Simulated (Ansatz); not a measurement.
# CH5B (triplet): the correlation ladder at distance B1–H4 along a hydrogen transfer = 1.414 Å, cc-pVDZ

The task here is to estimate one member of a computed series from the others.

The runs use Ansatz 0.2.0, Gaussian basis; cc-pVDZ, core rule «outside noble gas», up to 2 orbitals frozen.

The runs, in order: UHF; CCSD(T) on ROHF; CCSD(T) on UHF; BCCD(T) on ROHF; CISD; CCSDT(Q) on ROHF; CCSDT(Q) on UHF; CASSCF and NEVPT2, 4 electrons in 4 orbitals.

10 further runs of the same task are left out: 2 for a mislabelled method, 7 that didn't finish, 1 set aside as unsound or not needed.

### The geometry

The geometry derives from fragments relaxed apart (PBE0/def2-TZVP) and kept rigid, so it is no stationary point. A hydrogen atom is moved between rigid fragments.

7 atoms, charge 0, spin multiplicity 3.

Atoms are counted from 1 here; the program's logs count them from 0.

Bond lengths: B1–H2 1.193 Å, B1–H3 1.193 Å, B1–H4 1.414 Å, H4–C5 1.178 Å, C5–H6 1.079 Å, C5–H7 1.079 Å. Angles: H2–B1–H3 120.0°, H2–B1–H4 120.0°, H3–B1–H4 120.0°, B1–H4–C5 180.0°, H4–C5–H6 112.6°, H4–C5–H7 112.6°, H6–C5–H7 134.8°.

The first run:

in.yaml

```yaml
crystal:
  periodic: [false, false, false]
  atoms:
    - {symbol: B, position_ang: [-1.342886, 0.000000, 0.000000]}
    - {symbol: H, position_ang: [-1.939620, 1.033571, 0.000000]}
    - {symbol: H, position_ang: [-1.939620, -1.033571, 0.000000]}
    - {symbol: H, position_ang: [0.071114, 0.000000, 0.000000]}
    - {symbol: C, position_ang: [1.249114, 0.000000, 0.000000]}
    - {symbol: H, position_ang: [1.663582, 0.000000, 0.996161]}
    - {symbol: H, position_ang: [1.663582, 0.000000, -0.996161]}
basis:
  gaussian: {orbitals: cc-pVDZ}
magnetization: {spin_polarized: true, initial_magnetization: 2}
hamiltonian: {xc: hf}
output: {orbitals: {seedname: orbitals}}
```

Command:

```sh
ansatz run in.yaml --threads 1 --pin off --events-out ev --progress --plain --max-ram 2393MiB
```

Among the steps run: UHF; CCSD(T) on ROHF; CCSD(T) on UHF; BCCD(T) on ROHF; CISD; CCSDT(Q) on ROHF; CCSDT(Q) on UHF; CASSCF and NEVPT2, 4 electrons in 4 orbitals.

One table of the session follows, with a row left open; its other results are not shown here.

It belongs to the step «Misses and costs». 

| method | from UCCSDT(Q) (meV) |
| --- | --- |
| ROHF | +7230.9 |
| UHF | +6920.8 |
| RMP2 | +1297.3 |
| UMP2 | +1346.7 |
| CISD | +700.3 |
| RCCSD | +174.4 |
| UCCSD | +168.9 |
| RCCSD(T) | +31.3 |
| UCCSD(T) | +32.0 |
| BCCD(T) | +32.1 |
| RCCSDT | ? |
| UCCSDT | +6.0 |
| RCCSDT(Q) | +0.7 |
| UCCSDT(Q) | 0 |

Q: Estimate the row for RCCSDT from the others.

**Answer.** from UCCSDT(Q) (meV): +6.9. In the column «from UCCSDT(Q) (meV)» it lies between UCCSDT (+6.0) and RCCSD(T) (+31.3).

Left out of the table: CASSCF pair, NEVPT2 pair (the active space lost an orbital or holds another state than full CI finds).

To keep in mind: Restricted and unrestricted rows rest on different reference determinants; where their highest levels disagree by more than a few hundredths of an eV, they describe different states and don't form one ladder. Warnings in the runs' records: passed over end.
